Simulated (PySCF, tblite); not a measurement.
**Nitrosyl fluoride (NOF): geometry, infrared bands, NMR shifts and spin-spin couplings**

Aim: predict the infrared bands, NMR shifts and spin-spin couplings of Nitrosyl fluoride (NOF) (`O=NF`).

Programs: tblite 0.8.0 and PySCF 2.14.0, with density-fitted response routines of our own. Each step states its level of theory. These are calculated values for one molecule in the gas phase, unless marked as measured. Atoms count from 0, in the outputs and in this text.

## (1) The starting structure

3 atoms, charge 0, multiplicity 1; geometry from: force field or distance geometry start.

Bonds of the start (Å): O0–N1 1.23, N1–F2 1.40.

## (2) Geometry optimisation with GFN2-xTB

Job settings and geometry (Å):

```
{"job": {"kind": "relax", "xc": "GFN2-xTB", "basis": "xTB"}, "charge": 0, "multiplicity": 1}
O     -1.023400    -0.313600    -0.002600
N     -0.094000     0.491400    -0.011500
F      1.128900    -0.180400     0.001600
```

Launch:

```
$ OMP_NUM_THREADS=1 python probes_run.py task.json out
```

One launch serves the whole session: the jobs run in the order shown.

**Question.** This job is followed by: GFN2-xTB harmonic vibrations, gas phase; GIAO PBE0/pcSseg-1 NMR shielding, non-relativistic, gas phase; B3LYP/pcJ-1 indirect spin-spin coupling, non-relativistic, gas phase. What will the session give for the following? strongest single infrared mode (GFN2-xTB); zero-point energy (GFN2-xTB); ¹⁷O shifts against H2O (PBE0/pcSseg-1); ¹⁵N shifts against NH3 (PBE0/pcSseg-1); ¹⁹F shifts against CFCl3 (PBE0/pcSseg-1); largest coupling of the table (B3LYP/pcJ-1).

As calculated:

| quantity | value |
| --- | --- |
| strongest single infrared mode (GFN2-xTB) | 1848 cm⁻¹, 305 km/mol |
| zero-point energy (GFN2-xTB) | 4.5 kcal/mol |
| ¹⁷O shifts against H2O (PBE0/pcSseg-1) | 871.9 ppm |
| ¹⁵N shifts against NH3 (PBE0/pcSseg-1) | 581.2 ppm |
| ¹⁹F shifts against CFCl3 (PBE0/pcSseg-1) | 564.7 ppm |
| largest coupling of the table (B3LYP/pcJ-1) | ¹J(N,F) N1–F2, 216.8 Hz |

The optimisation took 8 steps and gained 0.277 eV; among the close pairs (by a distance rule), N1–F2 changed most, from 1.395 to 1.492 Å. All 3 modes are real, so the xTB geometry is a minimum. The strongest single mode, at 1848 cm⁻¹, moves mainly N1 and O0. Unscaled tight-binding wavenumbers are off by several per cent, some by more. Its intensities can rank the bands wrongly. At PBE0/pcSseg-1: The largest span, 1405 ppm, is at F2, where the paramagnetic term is -869 ppm. In the run at B3LYP/pcJ-1, the largest coupling of the table is N1–F2, 216.8 Hz, of which the Fermi-contact term gives 166.6 Hz.
